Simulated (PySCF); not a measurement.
Species: MnF₂ (sextet state).
Numbering: `[F:1][Mn:2][F:3]`

Geometry (PBE0-D3(BJ)/def2-SVP, Å), atoms numbered from 1 in this order:
```
atom  x, y, z in Å
F1    -1.7687   -0.0089   -0.0082
Mn2    0.0076   -0.0022   -0.0083
F3     1.7840    0.0061   -0.0086
```

Theory: PBE0-D3(BJ)/def2-SVP geometry optimisation, gas phase (PySCF).

Masses are those of the commonest isotopes; rigid-rotor values at the optimised geometry. 

(1) What are the moment of inertia and the rotational constant?

## Answers

(1) I = 119.894 u·Å², B = 505379 MHz·u·Å²/I = 4215 MHz (0.1406 cm⁻¹, or 0.202 K as hB/k).

If the electronic state has orbital angular momentum about the axis (Π, Δ; not determined here), the simple ladder of levels BJ(J+1) doesn't apply.

Stationary, but not proved a minimum. ⟨S²⟩ = 8.762 (exact for a sextet: 8.75). Zero-point vibration and centrifugal distortion are left out.

The run took about 14 s of CPU time (one thread, shared machine). These figures are those of the optimisation.

For an open-shell metal species like this, the optimisation's SCF solution wasn't tested for stability and no frequencies at its level were run, so a lower state or another shape may exist.
